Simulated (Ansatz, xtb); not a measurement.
Isomers of CH4FSi+ in order of energy

3 gas-phase structures of CH4FSi+, found in a search over its isomers (lower ones may exist). Each was relaxed with GFN2-xTB; where two conformers were screened, the lower at r2SCAN-D4/def2-SVP is listed:

A. `C[SiH+]F`, a singlet
B. `F[CH+][SiH3]`, a singlet
C. `FC[SiH2+]`, a singlet

Problem. Make a reasoned guess at their ranking by r2SCAN-D4/def2-SVP single-point energy.

Solution. Calculated order at r2SCAN-D4/def2-SVP: A (0.000), C (2.777), B (3.387) eV.

Energies above the lowest of each column, in eV; the last columns are at PBE0-D3(BJ)/def2-SVP geometries and were run for some of them only (a dash: not run or not comparable):

| structure | GFN2-xTB | HF/STO-3G | r2SCAN-D4/def2-SVP | PBE0-D3(BJ)/def2-SVP | CCSD(T)/def2-TZVPP |
| --- | --- | --- | --- | --- | --- |
| A | 0.000 | 0.000 | 0.000 | 0.000 | 0.000 |
| C | 2.231 | 1.650 | 2.777 | 2.669 | 2.992 |
| B | 4.361 | 2.064 | 3.387 | – | – |

Every level run on A puts it lowest or level with the lowest. Some further structures that were screened fall inside this span and aren't listed. Flexible structures stand in one conformer each, not always the lowest. Frequencies (PBE0-D3(BJ)/def2-SVP) were run for A, C alone.

Programs: Ansatz 0.2.0, xtb 6.7.1.
